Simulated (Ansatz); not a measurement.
The cluster BN2⁻. The state is a quintet with charge -1. Geometry PBE0-D4/def2-TZVPD; atoms count from 1.

```xyz
3

B    -0.850    0.404    0.079
N     0.653    0.188    0.416
N     0.197   -0.592   -0.495
```

The highest occupied level of the charge -1 quintet lies above zero (up to 1.99 eV). The electron is either unbound and held by the finite basis, or the level is raised by self-interaction error. At PBE0-D4/def2-TZVPD a singlet of charge -1 lies 3.52 eV below the quintet, each at its own geometry. The structure comes from a short search, and lower isomers may exist.

Problem. Estimate the Mulliken populations from the PBE0/def2-TZVPD orbitals of Ansatz.

Solution. 
```json
{"atom": "B1", "charge (e)": "-0.34", "spin (α − β)": "2.24"}
{"atom": "N2", "charge (e)": "-0.33", "spin (α − β)": "0.88"}
{"atom": "N3", "charge (e)": "-0.33", "spin (α − β)": "0.88"}
```
Mulliken values depend strongly on the basis. With diffuse functions, as here, like atoms can get unlike values, and bond orders can come out too low or too high.

Problem. Where does the spin sit?

Solution. Summed by element: B 2.24, N 1.76, of 4 unpaired in all. Largest on single atoms: B1 2.24, N2 0.88, N3 0.88.

Problem. And the Mayer bond orders between heavy atoms (over 0.3)?

Solution. B1–N2 0.87 (1.56 Å); B1–N3 0.87 (1.56 Å); N2–N3 1.46 (1.28 Å).
